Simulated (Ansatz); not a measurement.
Input for Ansatz (development build ahead of 0.2.0):

```yaml
crystal:
  periodic: [false, false, false]
  atoms:
    - { symbol: Si, position_ang: [0.0, 0.0, 0.07312] }
    - { symbol: H, position_ang: [1.31049, 0.0, -0.34123] }
    - { symbol: H, position_ang: [-0.65525, 1.13492, -0.34123] }
    - { symbol: H, position_ang: [-0.65525, -1.13492, -0.34123] }
basis:
  gaussian: { orbitals: cc-pVTZ }
magnetization:
  spin_polarized: true
  initial_magnetization: 1
hamiltonian:
  xc: hf
```

The input is written out in the form of the current development build from the run's settings.

Results

```
Converged                       : yes
Total energy                    : -290.62688 hartree
Spin squared of the determinant : 0.755
```
